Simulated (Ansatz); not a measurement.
Frontier orbitals of BH4NSi, SMILES `B1N[SiH2]1`.

Charge 0, multiplicity 1. The structure was optimised at the PBE0-D4/def2-TZVP level. Basis def2-TZVPP, the Gaussian-basis code of Ansatz.

| functional | HOMO (eV) | LUMO (eV) | gap (eV) |
| --- | --- | --- | --- |
| LDA (SPW92) | -6.07 | -1.55 | 4.52 |
| PBE | -5.98 | -1.32 | 4.66 |
| revPBE | -5.94 | -1.23 | 4.71 |
| PBE0 | -7.06 | -0.32 | 6.74 |
| r2SCANh | -6.58 | -0.65 | 5.93 |
| r2SCAN0 | -7.19 | -0.14 | 7.05 |
| HSE06 (plane-wave form) | -6.67 | -0.70 | 5.97 |
| CAM-B3LYP | -8.36 | 0.81 | 9.17 |
| ωB97M-V | -9.15 | 1.56 | 10.71 |

Problem. What is the vertical ionisation energy at frozen-core CCSD(T)/CBS(def2)? (Best estimate.)

Solution. Computed: 9.49 eV (T1 of the cation 0.018).

A quarter of exact exchange (PBE0) shifts PBE's HOMO by −1.08 eV and its LUMO by +1.00 eV; full exchange at long range (ωB97M-V) shifts them by −3.17 and +2.88 eV. The gap opens from 4.66 to 10.71 eV, since occupied levels lose self-interaction and empty ones feel all the electrons. A positive LUMO is unbound and depends on the basis. −ε(HOMO) differs from that ionisation energy by −3.51 eV with PBE and −0.34 eV with ωB97M-V.
